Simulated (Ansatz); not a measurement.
# B2H4Cl− (SMILES B[BH2-]Cl) at rPW86x+nonec(a = 0.1)/pc-1 (accuracy low, exact exchange 0.1, start density atoms)

Aim: a structure relaxation of B2H4Cl−. 

The calculation is run with Ansatz 0.2.0.

6 further runs of the same task are left out: 6 set aside as unsound or not needed. Runs told in other sessions of the task aren't counted.

**1. The system as given**

B2H4Cl− has 7 atoms, charge -1, and is taken as a singlet. SMILES: `B[BH2-]Cl`. All atoms were displaced at random from a relaxed shape. The run starts from this shape.

Bond lengths: B1–B2 1.665 Å, B2–Cl3 2.211 Å, B1–H4 1.321 Å, B1–H5 1.092 Å, B2–H6 1.153 Å, B2–H7 1.009 Å. Angles: B1–B2–Cl3 108.8°, B1–B2–H6 118.0°, B1–B2–H7 111.4°, Cl3–B2–H6 89.5°, Cl3–B2–H7 104.5°, B2–B1–H4 129.0°, B2–B1–H5 113.8°, H6–B2–H7 120.4°, H4–B1–H5 116.7°.

**2. A geometry optimisation at rPW86x+nonec(a = 0.1)/pc-1 (accuracy low, exact exchange 0.1, start density atoms)**

Input file run.yaml:

```yaml
crystal:
  periodic: [false, false, false]
  atoms:
    - {symbol: B, position_ang: [-0.871045, -0.063896, -0.588447]}
    - {symbol: B, position_ang: [0.547162, 0.358895, 0.175100]}
    - {symbol: Cl, position_ang: [1.215314, -1.336143, 1.427678]}
    - {symbol: H, position_ang: [-1.477376, -1.236574, -0.624899]}
    - {symbol: H, position_ang: [-1.270958, 0.716508, -1.239022]}
    - {symbol: H, position_ang: [0.478921, 1.016613, 1.119379]}
    - {symbol: H, position_ang: [1.295824, 0.493416, -0.487602]}
basis:
  gaussian:
    orbitals: pc-1.json
hamiltonian:
  xc:
    text: |
      parameter a = 0.1
      exchange = (1 - a)*rpw86_x + a*exact_x
      correlation = 0
  pseudopotentials: {relativity: none}
output: {orbitals: {seedname: orbitals}}
total_charge: -1
relax:
  max_displacement: 0.05
accuracy: low
```

The basis set pc-1 is read from a file made from the Basis Set Exchange's data (not shown).

On the command line:

```console
$ ansatz run run.yaml --threads 1 --pin off --max-ram 2610MiB --events-out events.jsonl --progress --plain --runs-dir runs
```

Log:

```text
Warning: RAYON_NUM_THREADS=1 ignored (pool sized by the plan → 1); use --threads N
The last accepted step is kept in runs//last_step.txt (removed where the run ends without a failure and the disk answers)
[... 92 lines left out ...]
Total energy: -13924.60530781 eV, -511.7198066255 hartree
[... 7 lines left out ...]
Dipole moment:     0.012550    -0.216757     0.098793 e Å
```

Run time: 24 s. Hardware: 1 thread of Arm Neoverse V2, shared host.

Step by step:

```tsv
step	energy from the first frame kept (eV)	largest force (eV/Å)
1	0.0000	8.2069
2	-0.7974	4.1069
3	-1.2047	1.9699
4	-1.3690	0.8415
5	-1.4219	0.1938
6	-1.4289	0.1002
7	-1.4296	0.0936
8	-1.4276	0.1188
9	-1.4309	0.0321
10	-1.4310	0.0335
11	-1.4310	0.0429
12	-1.4311	0.0134
13	-1.4311	0.0023
```

After the run. Bond lengths: B1–B2 1.697 Å, B2–Cl3 2.111 Å, B1–H4 1.237 Å, B1–H5 1.246 Å, B2–H6 1.248 Å, B2–H7 1.253 Å. Angles: B1–B2–Cl3 114.2°, B1–B2–H6 113.6°, B1–B2–H7 109.5°, Cl3–B2–H6 105.1°, Cl3–B2–H7 105.1°, B2–B1–H4 128.3°, B2–B1–H5 119.4°, H6–B2–H7 108.7°, H4–B1–H5 112.2°.

**3. What came out**

Level: rPW86x+nonec(a = 0.1)/pc-1 (accuracy low, exact exchange 0.1, start density atoms).

```
                                             quantity          value
                              total energy at the end  -511.71981 Eh
                                          HOMO energy       -0.25 eV
                                          LUMO energy        3.57 eV
HOMO–LUMO gap (to an unbound level, set by the basis)        3.81 eV
```

What this shows: At the final geometry: Bond lengths: B1–B2 1.697 Å, B2–Cl3 2.111 Å, B1–H4 1.237 Å, B1–H5 1.246 Å, B2–H6 1.248 Å, B2–H7 1.253 Å. Angles: B1–B2–Cl3 114.2°, B1–B2–H6 113.6°, B1–B2–H7 109.5°, Cl3–B2–H6 105.1°, Cl3–B2–H7 105.1°, B2–B1–H4 128.3°, B2–B1–H5 119.4°, H6–B2–H7 108.7°, H4–B1–H5 112.2°. The optimisation took 12 steps and changed the energy by -1.431 eV. Mulliken charges run from -0.56 on Cl3 to +0.13 on B2; they depend strongly on the basis. The accuracy setting is loose, so the last digits carry no meaning.
